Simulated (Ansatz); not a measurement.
```yaml
crystal:
  periodic: [false, false, false]
  atoms:
    - {symbol: As, position_ang: [-0.474998, -0.004765, -0.412410]}
    - {symbol: Na, position_ang: [1.646662, 0.016232, 1.302950]}
    - {symbol: H, position_ang: [-1.133997, 1.052285, 0.465820]}
    - {symbol: H, position_ang: [-1.116892, -1.068320, 0.470620]}
basis:
  gaussian: {orbitals: def2-TZVP}
hamiltonian: {xc: pbe0}
relax: {f_tol: 0.004, max_steps: 80}
```

```sh
$ ansatz run in.yaml --threads 1 --pin off --events-out ev --progress --plain --max-ram 2176MiB
```

Steps of the relaxation (energy above the last step; positions in Å, forces in eV/Å):

```
4
step 1, 6.9 meV
As   -0.475   -0.005   -0.412    0.019    0.000   -0.040
Na    1.647    0.016    1.303   -0.035    0.000   -0.007
H    -1.134    1.052    0.466    0.006    0.201    0.023
H    -1.117   -1.068    0.471    0.010   -0.201    0.024
```

```
4
step 2, 3.6 meV
As   -0.495   -0.005   -0.397    0.061    0.000   -0.092
Na    1.632    0.016    1.302   -0.013    0.000   -0.003
H    -1.117    1.105    0.459   -0.024   -0.096    0.047
H    -1.099   -1.121    0.464   -0.025    0.096    0.047
```

```
4
step 3, 0.4 meV
As   -0.486   -0.005   -0.407    0.000    0.000   -0.023
Na    1.633    0.016    1.301   -0.013    0.000    0.001
H    -1.122    1.084    0.464    0.007    0.000    0.011
H    -1.104   -1.100    0.469    0.007    0.000    0.011
```

```
4
step 6, 0.0 meV
As   -0.493   -0.005   -0.418    0.002    0.000   -0.002
Na    1.614    0.016    1.301   -0.001    0.000   -0.001
H    -1.109    1.083    0.470   -0.001    0.001    0.001
H    -1.091   -1.098    0.474   -0.001   -0.001    0.001
```

Close pairs at the end: As1–H4 1.532 Å, As1–H3 1.532 Å, As1–Na2 2.719 Å.

A stationary point of restricted PBE0 after 6 steps (its stability towards spin polarisation wasn't tested); no frequencies were run, so it isn't proven a minimum. 14 s on 1 thread of Intel Xeon Platinum 8488C, shared host.
